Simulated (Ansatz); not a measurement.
# BClFH3: the cost of one run

Program: Ansatz 0.2.0. Level of theory: RKS B3LYP/def2-SVP. These are calculated values, not measurements.

## 1. Starting point

Bond lengths: B1–Cl2 2.210 Å, B1–H3 1.190 Å, B1–F4 1.320 Å, Cl2–H6 1.516 Å. Angles: B1–Cl2–H6 56.2°, Cl2–B1–H3 120.0°, Cl2–B1–F4 120.0°, H3–B1–F4 120.0°.

Structure file:

```xyz
6

B     0.0000    0.0000    0.0000
Cl    0.0000    0.0000    2.2100
H     1.0305    0.0000   -0.5950
F    -1.1431    0.0000   -0.6600
H     0.0623   -1.4126    0.4698
H     0.0555   -1.2580    1.3665
```

## 2. Pulling towards end A

Springs on the bonds that form and break draw the guess towards this end; the thresholds are loose.

Contents of input.yaml:

```yaml
crystal:
  periodic: [false, false, false]
  atoms:
    - { symbol: B, position_ang: [0.0, 0.0, 0.0] }
    - { symbol: Cl, position_ang: [0.0, 0.0, 2.21] }
    - { symbol: H, position_ang: [1.0305, 0.0, -0.595] }
    - { symbol: F, position_ang: [-1.1431, 0.0, -0.66] }
    - { symbol: H, position_ang: [0.0623, -1.4126, 0.4698] }
    - { symbol: H, position_ang: [0.0555, -1.258, 1.3665] }
basis:
  gaussian: { orbitals: def2-SVP }
hamiltonian:
  xc: b3lyp
relax:
  f_tol: 0.15
  max_steps: 25
  restrain:
    - { distance: [0, 4], at: 2.39, k: 30.0 }
    - { distance: [5, 1], at: 2.57, k: 30.0 }
    - { distance: [0, 1], at: 1.86, k: 30.0 }
    - { distance: [5, 4], at: 0.66, k: 30.0 }
```

Started as:

```console
$ ansatz run input.yaml --threads 1 --pin off --max-ram 2048MiB --backend cpu --events-out ev --progress --plain --runs-dir out
```

**Question.** How long does this run take on 1 thread of Intel Xeon Platinum 8488C (Sapphire Rapids), shared host, and how much memory does it need?

About 13 s, with a peak of 0.14 GiB.
